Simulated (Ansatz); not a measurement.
A short molecular-dynamics run on the cluster Li3H4 (the lowest doublet isomer of a short search).

```yaml
crystal:
  periodic: [false, false, false]
  atoms:
    - {symbol: Li, position_ang: [1.260610, 0.584894, -2.208913]}
    - {symbol: Li, position_ang: [-0.440065, 1.870916, -0.385566]}
    - {symbol: Li, position_ang: [0.163849, -0.845746, 0.237288]}
    - {symbol: H, position_ang: [-0.180166, -2.402280, 1.607877]}
    - {symbol: H, position_ang: [-0.682135, 0.566588, 0.702275]}
    - {symbol: H, position_ang: [-0.575124, -1.825995, 1.885458]}
    - {symbol: H, position_ang: [0.453040, 2.051614, -1.838408]}
basis:
  gaussian: {orbitals: def2-SVP}
magnetization: {spin_polarized: true, initial_magnetization: 1}
hamiltonian: {xc: {name: r2SCAN}, dispersion: d3bj}
md: {timestep: 1 fs, n_steps: 15, ensemble: nvt_nose_hoover, temperature: 300, initial_velocities: maxwell_boltzmann, seed: 873}
scf: {omitted_lower_state_checks: [starts]}
```

```sh
$ ansatz run in.yaml --threads 4 --pin off --events-out ev --progress --plain --max-ram 3916MiB
```

```tsv
step	time (fs)	potential energy (eV)	kinetic (eV)	T (K)	conserved (eV)
0	0.0	-676.7925	0.1939	300	-676.5987
1	1.0	-676.7921	0.1931	299	-676.5990
2	2.0	-676.7802	0.1820	282	-676.5981
3	3.0	-676.7685	0.1708	264	-676.5977
4	4.0	-676.7628	0.1644	254	-676.5984
5	5.0	-676.7540	0.1553	240	-676.5987
6	6.0	-676.7390	0.1413	219	-676.5977
7	7.0	-676.7311	0.1336	207	-676.5976
8	8.0	-676.7323	0.1338	207	-676.5986
9	9.0	-676.7288	0.1305	202	-676.5985
10	10.0	-676.7212	0.1236	191	-676.5978
11	11.0	-676.7194	0.1217	188	-676.5979
12	12.0	-676.7214	0.1230	190	-676.5987
13	13.0	-676.7158	0.1176	182	-676.5986
14	14.0	-676.7044	0.1072	166	-676.5976
15	15.0	-676.7000	0.1025	159	-676.5980
```

Velocities are drawn at the set temperature; a run this short doesn't reach equilibrium.

Frames (Å, forces in eV/Å):

```xyz
7
time=0.0 fs
Li    1.261    0.585   -2.209   -0.006   -0.030    0.022
Li   -0.440    1.871   -0.386    0.004   -0.015   -0.007
Li    0.164   -0.846    0.237    0.014   -0.021   -0.010
H    -0.180   -2.402    1.608    0.239   -0.339   -0.171
H    -0.682    0.567    0.702   -0.028    0.003    0.047
H    -0.575   -1.826    1.885   -0.231    0.359    0.146
H     0.453    2.052   -1.838    0.007    0.043   -0.028
7
time=1.0 fs
Li    1.259    0.586   -2.205    0.025   -0.088    0.012
Li   -0.446    1.874   -0.386    0.043    0.021   -0.048
Li    0.163   -0.855    0.231    0.000    0.022    0.000
H    -0.170   -2.390    1.605   -0.072    0.099    0.052
H    -0.655    0.584    0.700   -0.039   -0.078    0.077
H    -0.575   -1.805    1.896    0.082   -0.083   -0.077
H     0.473    2.040   -1.827   -0.039    0.107   -0.016
7
time=2.0 fs
Li    1.258    0.586   -2.201    0.054   -0.147    0.000
Li   -0.452    1.876   -0.386    0.081    0.055   -0.090
Li    0.161   -0.864    0.224   -0.013    0.067    0.011
H    -0.161   -2.378    1.604   -0.312    0.429    0.231
H    -0.628    0.600    0.699   -0.049   -0.158    0.106
H    -0.574   -1.785    1.906    0.324   -0.417   -0.257
H     0.492    2.030   -1.816   -0.086    0.171   -0.002
7
time=3.0 fs
Li    1.257    0.587   -2.196    0.082   -0.203   -0.011
Li   -0.458    1.879   -0.387    0.116    0.085   -0.127
Li    0.160   -0.873    0.218   -0.023    0.112    0.019
H    -0.154   -2.361    1.604   -0.368    0.488    0.282
H    -0.602    0.615    0.699   -0.058   -0.229    0.131
H    -0.570   -1.768    1.913    0.382   -0.484   -0.306
H     0.511    2.021   -1.804   -0.130    0.231    0.011
7
time=4.0 fs
Li    1.257    0.587   -2.192    0.104   -0.250   -0.021
Li   -0.463    1.882   -0.387    0.146    0.105   -0.154
Li    0.159   -0.881    0.212   -0.030    0.156    0.024
H    -0.152   -2.339    1.607   -0.222    0.258    0.183
H    -0.576    0.628    0.700   -0.067   -0.286    0.148
H    -0.562   -1.757    1.918    0.236   -0.265   -0.201
H     0.528    2.015   -1.793   -0.168    0.283    0.021
7
time=5.0 fs
Li    1.256    0.586   -2.188    0.119   -0.284   -0.029
Li   -0.469    1.885   -0.388    0.172    0.113   -0.168
Li    0.158   -0.890    0.205   -0.033    0.195    0.026
H    -0.151   -2.315    1.612    0.066   -0.173   -0.027
H    -0.551    0.638    0.702   -0.076   -0.325    0.155
H    -0.552   -1.748    1.920   -0.052    0.151    0.018
H     0.543    2.011   -1.781   -0.196    0.322    0.025
7
time=6.0 fs
Li    1.255    0.586   -2.184    0.126   -0.300   -0.033
Li   -0.474    1.888   -0.389    0.192    0.109   -0.165
Li    0.156   -0.898    0.199   -0.034    0.227    0.029
H    -0.149   -2.293    1.616    0.325   -0.560   -0.222
H    -0.526    0.645    0.706   -0.085   -0.345    0.150
H    -0.542   -1.737    1.923   -0.310    0.525    0.220
H     0.557    2.010   -1.770   -0.213    0.344    0.022
7
time=7.0 fs
Li    1.255    0.585   -2.180    0.124   -0.297   -0.032
Li   -0.479    1.892   -0.391    0.208    0.092   -0.147
Li    0.155   -0.906    0.193   -0.034    0.250    0.033
H    -0.145   -2.276    1.619    0.344   -0.608   -0.234
H    -0.502    0.648    0.712   -0.095   -0.345    0.134
H    -0.535   -1.722    1.928   -0.329    0.562    0.236
H     0.569    2.013   -1.758   -0.218    0.346    0.010
7
time=8.0 fs
Li    1.255    0.583   -2.176    0.113   -0.275   -0.026
Li   -0.484    1.895   -0.392    0.220    0.063   -0.113
Li    0.153   -0.914    0.187   -0.033    0.264    0.040
H    -0.137   -2.265    1.619    0.106   -0.286   -0.040
H    -0.480    0.648    0.719   -0.108   -0.327    0.107
H    -0.532   -1.701    1.935   -0.088    0.232    0.043
H     0.579    2.019   -1.745   -0.211    0.329   -0.011
7
time=9.0 fs
Li    1.254    0.582   -2.172    0.095   -0.235   -0.015
Li   -0.488    1.899   -0.394    0.228    0.025   -0.066
Li    0.152   -0.921    0.180   -0.030    0.270    0.049
H    -0.129   -2.256    1.619   -0.193    0.128    0.205
H    -0.458    0.646    0.726   -0.122   -0.293    0.071
H    -0.529   -1.678    1.942    0.215   -0.190   -0.204
H     0.586    2.028   -1.733   -0.193    0.294   -0.039
7
time=10.0 fs
Li    1.255    0.579   -2.168    0.073   -0.182    0.000
Li   -0.492    1.902   -0.396    0.234   -0.018   -0.012
Li    0.150   -0.928    0.174   -0.026    0.269    0.055
H    -0.122   -2.247    1.620   -0.369    0.376    0.353
H    -0.437    0.640    0.735   -0.137   -0.246    0.029
H    -0.524   -1.656    1.948    0.393   -0.444   -0.353
H     0.592    2.040   -1.722   -0.167    0.245   -0.072
7
time=11.0 fs
Li    1.255    0.577   -2.164    0.047   -0.121    0.016
Li   -0.496    1.906   -0.398    0.238   -0.065    0.047
Li    0.149   -0.934    0.168   -0.020    0.264    0.057
H    -0.118   -2.233    1.625   -0.353    0.347    0.346
H    -0.418    0.632    0.743   -0.154   -0.189   -0.015
H    -0.516   -1.639    1.950    0.378   -0.425   -0.343
H     0.596    2.054   -1.711   -0.137    0.188   -0.107
7
time=12.0 fs
Li    1.255    0.574   -2.160    0.022   -0.057    0.032
Li   -0.499    1.909   -0.399    0.241   -0.110    0.105
Li    0.147   -0.940    0.162   -0.012    0.255    0.056
H    -0.118   -2.217    1.634   -0.157    0.048    0.191
H    -0.400    0.622    0.752   -0.172   -0.126   -0.059
H    -0.504   -1.626    1.949    0.183   -0.136   -0.183
H     0.599    2.070   -1.701   -0.105    0.127   -0.142
7
time=13.0 fs
Li    1.255    0.572   -2.156   -0.003    0.007    0.047
Li   -0.502    1.913   -0.401    0.244   -0.153    0.159
Li    0.145   -0.946    0.157   -0.003    0.240    0.052
H    -0.120   -2.200    1.644    0.124   -0.396   -0.034
H    -0.384    0.611    0.760   -0.188   -0.062   -0.100
H    -0.490   -1.614    1.946   -0.099    0.299    0.048
H     0.601    2.087   -1.692   -0.075    0.065   -0.173
7
time=14.0 fs
Li    1.255    0.569   -2.152   -0.025    0.068    0.060
Li   -0.505    1.916   -0.402    0.247   -0.191    0.206
Li    0.144   -0.951    0.151    0.005    0.222    0.051
H    -0.120   -2.187    1.654    0.300   -0.699   -0.176
H    -0.370    0.599    0.767   -0.204   -0.001   -0.136
H    -0.477   -1.600    1.944   -0.276    0.596    0.193
H     0.602    2.105   -1.685   -0.048    0.005   -0.198
7
time=15.0 fs
Li    1.256    0.566   -2.148   -0.043    0.124    0.071
Li   -0.507    1.918   -0.404    0.252   -0.222    0.242
Li    0.142   -0.956    0.145    0.012    0.199    0.052
H    -0.117   -2.180    1.662    0.226   -0.596   -0.117
H    -0.357    0.588    0.772   -0.219    0.054   -0.165
H    -0.467   -1.579    1.943   -0.201    0.492    0.133
H     0.603    2.123   -1.680   -0.026   -0.051   -0.216
```

It took 15 s on 4 threads of Arm Neoverse V2 on a shared host.
